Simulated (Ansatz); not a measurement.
Input file:

```yaml
crystal:
  periodic: [false, false, false]
  atoms:
    - {symbol: Sb, position_ang: [0.000000, 0.000000, 0.000000]}
    - {symbol: H, position_ang: [0.000000, 0.000000, 1.713000]}
basis:
  gaussian: {orbitals: def2-SVP}
magnetization: {spin_polarized: false}
correlation: {method: ccsdtq, electrons: outside_noble_gas}
```

```sh
$ ansatz run in.yaml --threads 1 --pin off --events-out ev --progress --plain --max-ram 2393MiB
```

The program prints:

```
660 factors; integrals over basis functions are off by at most 2.5e-7 eV
mean field evaluation 1: about -6524.2018 eV, gradient 5.2e0 eV
mean field evaluation 2: about -6524.2038 eV, gradient 5.2e0 eV
mean field evaluation 4: about -6524.3503 eV, gradient 3.6e-1 eV
mean field evaluation 8: about -6524.3503 eV, gradient 5.7e-4 eV
mean field evaluation 16: about -6524.0582 eV, gradient 7.4e0 eV
mean field evaluation 32: about -6524.3503 eV, gradient 3.3e-3 eV
mean field -6524.35034647 eV, -239.7654528693 hartree, gradient 7.9e-6 eV, S^2 0.000000; 2 other end points of the search recorded, 0 dependent functions left out; unrestricted orbitals would lower it
mean field evaluation 64: about -6524.3503 eV, gradient 7.2e-3 eV
unrestricted determinant -6525.63921646 eV, -239.8128179676 hartree, S^2 1.0217
9 core orbitals not correlated: weight in the atoms' cores, before any rotation towards them, 1.000 or more for the frozen orbitals, at most 0.000 for the correlated occupied ones
reference -6524.35034647 eV, -239.7654528693 hartree; 3, 3 occupied and 19, 19 virtual orbitals, 660 factors
second order -2.02354877 eV of doubles, -0.00000000 eV of singles
cycle   1  -2.43862883 eV  change   -4.2e-1 eV  update   6.6e-2
cycle   2  -2.68837201 eV  change   -2.5e-1 eV  update   3.9e-2
cycle   3  -2.71574954 eV  change   -2.7e-2 eV  update   2.8e-2
cycle   4  -2.74776830 eV  change   -3.2e-2 eV  update   2.6e-2
cycle   5  -2.89812038 eV  change   -1.5e-1 eV  update   2.5e-2
cycle   6  -3.03830836 eV  change   -1.4e-1 eV  update   1.7e-2
cycle   7  -2.99046128 eV  change    4.8e-2 eV  update   9.1e-3
cycle   8  -3.01940184 eV  change   -2.9e-2 eV  update   4.3e-3
cycle   9  -3.01448882 eV  change    4.9e-3 eV  update   1.3e-3
cycle  10  -3.01442915 eV  change    6.0e-5 eV  update   6.4e-4
cycle  11  -3.01884814 eV  change   -4.4e-3 eV  update   4.2e-4
cycle  12  -3.01633742 eV  change    2.5e-3 eV  update   3.5e-4
cycle  13  -3.01673555 eV  change   -4.0e-4 eV  update   6.9e-5
cycle  14  -3.01664922 eV  change    8.6e-5 eV  update   1.9e-5
cycle  15  -3.01663406 eV  change    1.5e-5 eV  update   6.6e-6
cycle  16  -3.01663186 eV  change    2.2e-6 eV  update   3.0e-6
cycle  17  -3.01662681 eV  change    5.1e-6 eV  update   1.2e-6
cycle  18  -3.01662887 eV  change   -2.1e-6 eV  update   5.0e-7
cycle  19  -3.01663070 eV  change   -1.8e-6 eV  update   2.6e-7
cycle  20  -3.01663034 eV  change    3.5e-7 eV  update   1.3e-7
cycle  21  -3.01663057 eV  change   -2.2e-7 eV  update   6.2e-8
WARN: these amplitudes may be one of several solutions (largest doubles amplitude 0.97, level shift 0.00 eV)
Total energy: -6527.36697704 eV, -239.8763119979 hartree
```

For the same geometry and basis full CI lies 0.1 meV lower. By full CI's occupations no single determinant describes the state well. The program flagged this run's energy as in doubt. The determinant fills πx and πy unequally, so it is a mixture of Σ and Δ. RHF is unstable: UHF (⟨S²⟩ = 1.02) lies 1.29 eV below the lowest RHF solution. Higher spins weren't run at this geometry and may lie near or lower.

Ran on 1 thread of Arm Neoverse V1, shared host: 6 s wall, 0.15 GiB peak host memory.
